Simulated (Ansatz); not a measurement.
**Worked example: correlation energy of SO, triplet**

Geometry: MP2(full)/6-31G*, from the G2/97 set.

```xyz
2

O     0.0000    0.0000    0.0000
S     0.0000    0.0000    1.5240
```

Basis cc-pV(T+d)Z; Ansatz 0.2.0. Correlated methods freeze the noble-gas cores, which leaves 12 electrons in 63 orbitals. Prefix R: restricted or restricted open-shell reference.

Full CI isn't at hand for all of this; RCCSDT(Q) serves as the reference, and is uncertain by about the last step of the cluster series.

Runs differ by some tens of microhartree through their thresholds and, for an open shell, their frozen cores, so steps under 0.03 kcal/mol mean nothing.

| level | total energy (hartree) |
| --- | --- |
| RHF | -472.384399 |
| RMP2 | -472.793807 |
| RCCSD | -472.793349 |
| RCCSD(T) | -472.814212 |
| RCCSDT | -472.814299 |
| RCCSDT(Q) | -472.816027 |

Q: What is the correlation energy at RCCSDT(Q), and what share of it do RMP2 and RCCSD(T) recover?

A: E(corr) = -472.816027 − (-472.384399) = -0.431628 hartree = -11.745 eV. RMP2: -0.409408 / -0.431628 = 94.85 %. RCCSD(T): -0.429813 / -0.431628 = 99.58 %.

Q: By how many kcal/mol does RCCSD(T) miss RCCSDT(Q) (1 hartree = 627.509 kcal/mol), and which steps make up the rest?

A: -472.814212 − (-472.816027) = 0.001815 hartree = 1.14 kcal/mol. Steps: RCCSDT − RCCSD(T) = -0.05, RCCSDT(Q) − RCCSDT = -1.08 kcal/mol. Differences between like states or geometries often cancel part of this.
